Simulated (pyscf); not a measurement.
Single points on ωB97X-D3(BJ)/def2-SVP structures (PySCF, gas phase).

### Question
Estimate by transition-state theory the rate constant of HO–SiH(OH)–Cl + hydrogen (H₂) → HO–SiH₂–OH + hydrogen chloride (HCl) (singlet surface; Cl–Si, H–H broken, H–Si, Cl–H formed) at 1200 K, with ωB97M-D3(BJ)/def2-TZVP energies (ideal gas, 1 atm, RRHO with modes under 100 cm⁻¹ raised to 100, one conformer, R ln 2 for chiral ones without a mode under 150 cm⁻¹; no tunnelling).

### Answer
The electronic barrier is 48.6 kcal/mol and the thermal terms add +41.3, so ΔG‡ = 89.9 kcal/mol. With k_BT/h = 2.50e+13 s⁻¹ and RT = 2.385 kcal/mol, and a volume of 1.64e-19 cm³ per molecule at 1 atm, k = 1.7e-22 cm³ molecule⁻¹ s⁻¹. Wigner's tunnelling factor for 716i cm⁻¹ would be 1.03. A shift of 1 kcal/mol in the barrier changes k by a factor 1.5. One saddle was located; it need not be the lowest between these sides.
